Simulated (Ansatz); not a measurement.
`[AlH2][NH][AlH2]` → `[NH2][AlH][AlH2]`  (isomerisation)

Calculated with Ansatz (gas phase, PBE0-D4/def2-TZVP geometries, no zero-point term in ΔE). CBS: MP2 limit from def2 TZ/QZ plus the TZ coupled-cluster correction, frozen cores. DFT in def2-TZVPP. B3LYP here is the variant with VWN-RPA as its local correlation; programs differ in this. Each species was taken in one conformer, which may not be the lowest.

Is it downhill or uphill in electronic energy at CCSD(T)/CBS, and by how much? (Estimate.)

Computed: Uphill: ΔE = +1.02 eV.

What do these levels give: B3LYP-D4, r2SCAN0, BHLYP, MP2/def2-SVP, CCSD/def2-TZVPP, CCSD(T)/def2-TZVPP? (Estimate.)

The calculation gave: B3LYP-D4 1.05, r2SCAN0 1.03, BHLYP 1.06, MP2/def2-SVP 1.24, CCSD/def2-TZVPP 1.02, CCSD(T)/def2-TZVPP 1.03 eV.

What do rigid-rotor, harmonic-oscillator terms from PBE0-D4/def2-TZVP frequencies (298.15 K, 1 bar) make of the CCSD(T)/CBS value? (An estimate is asked.)

Computed: ΔZPE = +0.08 eV, ΔH = +1.12 eV, ΔS = 29 J/(mol·K), ΔG = +1.03 eV. Modes under 50 cm⁻¹ make the entropy rough.

Largest T1 diagnostic among the species: 0.012.

Leaving LDA and LC-ωPBE aside and taking each functional with its dispersion term where it has one, the values, not all of them listed here, spread over 0.30 eV, from PBE-D4 to B97M-V. LDA lies +0.07 eV from PBE without D4. From BLYP to BHLYP (50 % exact exchange), in def2-TZVPP and without D4, ΔE moves by +0.08 eV.
